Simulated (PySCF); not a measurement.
Compound: ClH3Si.
SMILES: `[SiH3]Cl`

Computed, not measured: PySCF 2.14.0, density-fitted response routines, TDDFT CAM-B3LYP/aug-cc-pVTZ, vertical, gas phase, core orbitals frozen in the response. Geometry: PBE0-D3(BJ)/def2-TZVP; no solvent, vibrations or thermal averaging.

Computed states:

```csv
state,E (eV),f
S1,7.38,0.014
S2,7.38,0.014
S3,8.13,0.014
S4,8.13,0.014
S5,8.53,0.0000
S6,8.81,0.011
S7,8.81,0.011
S8,8.95,0.017
S9,9.15,0.073
S10,9.15,0.073
```

Each state is given a Gaussian of 0.4 eV full width at half maximum, with ε(max) = 2.175×10⁸ f / Δν̃ (Δν̃ the width in cm⁻¹). The width is an assumption, not a result. The curve ends short of the highest state used, and states not computed would add to its high-energy end.

Question: Give the broadened spectrum and its maxima.

Answer: 
| E (eV) | ε (L mol⁻¹ cm⁻¹) |
| --- | --- |
| 6.78 | 4 |
| 6.83 | 10 |
| 6.88 | 26 |
| 6.93 | 59 |
| 6.98 | 122 |
| 7.03 | 234 |
| 7.08 | 411 |
| 7.13 | 661 |
| 7.18 | 976 |
| 7.24 | 1388 |
| 7.29 | 1693 |
| 7.34 | 1894 |
| 7.39 | 1942 |
| 7.44 | 1827 |
| 7.49 | 1577 |
| 7.54 | 1250 |
| 7.59 | 915 |
| 7.64 | 630 |
| 7.69 | 433 |
| 7.74 | 341 |
| 7.79 | 361 |
| 7.84 | 490 |
| 7.89 | 716 |
| 7.94 | 1014 |
| 7.99 | 1338 |
| 8.05 | 1672 |
| 8.10 | 1833 |
| 8.15 | 1844 |
| 8.20 | 1702 |
| 8.25 | 1443 |
| 8.30 | 1131 |
| 8.35 | 832 |
| 8.40 | 603 |
| 8.45 | 482 |
| 8.50 | 491 |
| 8.55 | 638 |

Maxima: 168 nm (7.38 eV), ε about 1900, made up of S1 (50%) and S2 (50%); 153 nm (8.13 eV), ε about 1900, made up of S3 (50%) and S4 (50%) (ε in L mol⁻¹ cm⁻¹; maxima over ε = 5, shares over 10%). At its high-energy end, 8.55 eV, the curve is still rising (ε about 640, from S6, S7 and S8).

Question: Coming from long wavelengths, where does ε first pass 100 L mol⁻¹ cm⁻¹?

Answer: At about 178 nm (6.97 eV), 0.41 eV below S1.

Question: What would ε be at 7.38 eV, the highest of these maxima, with half the width (0.2 eV)?

Answer: About 3890 L mol⁻¹ cm⁻¹ against 1950, a factor of about 2.00; a lone state at its own centre would give exactly 2.

Question: Does any computed singlet lie in the visible range?

Answer: No computed singlet lies in the visible range (380 to 750 nm); the lowest, at 168 nm, stands 4.12 eV above its violet end (3.26 eV).
